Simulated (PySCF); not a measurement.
Two structures of CH4FS (charge -1), closed shell, reached by relaxing down either side of one saddle point (PBE0-D4/def2-TZVPD). Energies are electronic, without zero-point energy. Computed with PySCF 2.14 with density fitting (its default auxiliary sets; JK sets also for MP2 and CCSD(T)) (basis: def2-TZVPPD and def2-QZVPPD); correlated methods freeze the cores. Extrapolation: Hartree–Fock as exp(−7.88 √X), correlation as X^−2.97. First:

F1  (-2.126, -0.688, 0.757)
C2  (-0.817, -0.396, 0.326)
S3  (2.298, 0.372, -0.731)
H4  (-0.841, -0.081, -0.715)
H5  (-0.403, 0.400, 0.942)
H6  (-0.202, -1.289, 0.423)
H7  (2.039, 1.669, -0.980)
(Å)

Second:

F1  (-2.433, -0.726, 0.853)
C2  (0.038, -0.162, 0.033)
S3  (1.747, 0.190, -0.516)
H4  (-0.687, -0.024, -0.761)
H5  (-0.252, 0.435, 0.891)
H6  (0.001, -1.206, 0.334)
H7  (1.583, 1.485, -0.832)
(Å)

Question: Which bonds change from the first to the second?

Answer: [CH₃F ([CH3][F]) + HS]⁻ → [CH₄S ([CH3][SH]) + F]⁻; bonds formed: C2–S3; bonds broken: F1–C2.

Question: Give the saddle point's structure and its height above each. (Judge from chemistry; the value comes from the calculation.)

Answer: By the calculation: 22.76 kcal/mol above the first and 14.26 kcal/mol above the second (CCSD(T) at an estimated basis limit (MP2 extrapolated from triple and quadruple zeta, plus CCSD(T) − MP2 in triple zeta)).
```
7
angstrom
F -2.0827 -0.6453 0.7404
C -0.3134 -0.2503 0.1484
S 1.8258 0.1925 -0.5541
H -0.7285 -0.0117 -0.8112
H -0.2611 0.4902 0.9224
H -0.0476 -1.2669 0.3716
H 1.6077 1.4913 -0.8176
```

The T1 diagnostic stays at or below 0.020. The end structure is not quite a true minimum (one mode of 43i cm⁻¹).

Labels in which every atom is bracketed show which atoms are joined, not bond orders.

For scale, one of the runs: CCSD(T)/def2-TZVPPD, 196 basis functions, launched by `OMP_NUM_THREADS=4 python run.py`. The run took 3.3 min on 4 CPU threads of a Oxide Virtual Turin-like (shared host), with 2.3 GiB of host memory at its peak.
